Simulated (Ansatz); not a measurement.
# triplet B2: levels of theory in one basis

```xyz
2

B     0.0000    0.0000    0.0000
B     0.0000    0.0000    2.0400
```

Basis set: def2-SVP (spherical functions). Correlated methods keep 2 orbitals frozen. Correlation on ROHF uses semicanonical orbitals with singles. Charge 0, multiplicity 3.

Computed with Ansatz (development build ahead of 0.2.0); each method stands on the lowest determinant of its kind that the runs found.

```tsv
method	E − E(ROHF) (eV)	<S²> of the determinant
ROHF	0.00	2.00
UHF	-0.30	2.48
ROHF-MP2	-2.58	–
```

**Question.** What does UHF-MP2 give on the same scale?

**Answer.** -2.42 eV.

**Question.** Is a single determinant a sound starting point here?

**Answer.** It is doubtful. Unrestricted orbitals lower Hartree–Fock by 0.30 eV and <S²> is 2.48 where a pure state has 2.00, a sign of strong static correlation.

Caution for UHF, UHF-MP2: the unrestricted determinant is spin contaminated. Caution for ROHF-MP2, UHF-MP2: bonds are stretched, where a single reference can fail.
